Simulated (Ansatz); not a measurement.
`OCC#CF` → 3 C• + F• + 3 H• + O•  (atomization)

Calculated with Ansatz (gas phase, PBE0-D4/def2-TZVP geometries, no zero-point term in ΔE). CCSD(T)/CBS is the MP2 limit (def2-TZVPP, def2-QZVPP) plus CCSD(T) − MP2 in def2-TZVPP, frozen cores. This one scheme is used for every species, atoms too. DFT in def2-TZVPP. B3LYP here is the variant with VWN-RPA as its local correlation; programs differ in this. No spin–orbit coupling; open shells (•) take unrestricted orbitals. Spin–orbit coupling would lower the free atoms: a little for C, F, O. Each species was taken in one conformer, which may not be the lowest.

`OCC#CF`:

```xyz
8

O     0.188    0.878    1.480
C     0.521   -0.218    0.659
C    -0.286   -0.303   -0.556
C    -0.942   -0.338   -1.555
F    -1.644   -0.383   -2.615
H     0.215    1.674    0.942
H     1.584   -0.200    0.379
H     0.364   -1.111    1.267
```

| level | ΔE (eV) |
| --- | --- |
| B3LYP-D4 | 34.25 |
| r2SCANh-D4 | 34.03 |
| ωB97X-V | 34.26 |
| B2PLYP | 34.02 |
| B3LYP | 34.07 |
| r2SCAN0 | 33.44 |
| HF/def2-TZVPP | 23.33 |
| CCSD(T)/def2-TZVPP | 33.25 |

Problem. What does CCSD(T)/CBS give? (Estimate.)

Solution. Ansatz gave: +34.24 eV. The listed levels differ from it by 0.01, -0.21, 0.02, -0.22, -0.17, -0.80, -10.91, -0.99 eV.

Largest T1 diagnostic among the species: 0.012.

From BLYP to BHLYP (50 % exact exchange), in def2-TZVPP and without D4, ΔE moves by −1.94 eV: exact exchange takes away binding that semilocal exchange gives to molecules. The D4 term adds +0.18 eV with B3LYP and +0.10 eV with PBE0; it sums over pairs of atoms, weighted by their polarisabilities, and B3LYP, whose exchange is more repulsive, gets the larger term.

For atomizations the MP2-based limit and the directly extrapolated one differ by several kJ/mol either way, and by 10 to 25 for some Ge, Se and Sn compounds, so smaller differences from it don't rank the levels.
